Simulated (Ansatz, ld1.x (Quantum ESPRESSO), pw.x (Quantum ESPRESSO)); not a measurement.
## From atom to crystal: RRKJ potential for Al

- Element: aluminium
- Generator: ld1.x (Quantum ESPRESSO) 7.5
- Type: norm-conserving RRKJ (Kleinman–Bylander form)
- Functional: PBEsol
- Relativity: scalar-relativistic
- Frozen core: [Ne]
- Valence charge: 3
- Reference configuration: 3s2 3p1
- Partial waves: 3p (bound): rc 1.95 bohr; 3d channel at 0.35 Ry: rc 2.30 bohr; 3s (bound): rc 2.20 bohr
- Local potential: the s channel
- Core correction: a·sin(br)/r model core, default radius (core density twice the valence density)

Crystal test: fcc Al in pw.x 7.5, no spin, 14³ k-points, Fermi–Dirac smearing 0.01 Ry, cutoffs 50/200 Ry. The reference is all-electron LAPW (Ansatz 0.2.0) with the same functional, mesh and smearing; V0 and B0 come from Birch–Murnaghan fits to the pressures at five volumes. Errors are pseudo minus all-electron; Δ is the rms difference of the E(V) curves that follow from these fits, minima aligned, over ±6 % about the mean V0. Mesh and smearing are coarse, so the numbers serve the comparison and aren't converged zero-temperature values; the lattice is a test structure that the element need not adopt.

```tsv
V (Å³/atom)	P all-electron (GPa)	P pseudo (GPa)
15.397	4.49	3.26
15.802	2.01	0.89
16.207	-0.16	-1.18
16.612	-2.03	-2.97
17.017	-3.66	-4.52
```

All-electron: a0 = 4.015 Å (V0 = 16.18 Å³/atom), B0 = 81.2 GPa.

Pseudopotential: mean pressure error (GPa): -1.03; a0 (Å): 3.997; a0 error (%): -0.43; B0 error (%): +1.3; Δ (meV/atom): 3.7.

**Question.** At the middle volume, how do free energy and pressure move when the wave cutoff is lowered (ecutrho kept at four times it)?

**Answer.**

```csv
cutoff (Ry),shift of F (meV/atom),shift of P (GPa)
22,+24.1,-0.54
30,+5.4,+0.08
40,+1.6,+0.04
```

The run at the middle volume (104 k-points, 5 iterations) took about 4.4 s on one core of a shared host (Neoverse-V1, 32 threads, 247 GiB, load 24).
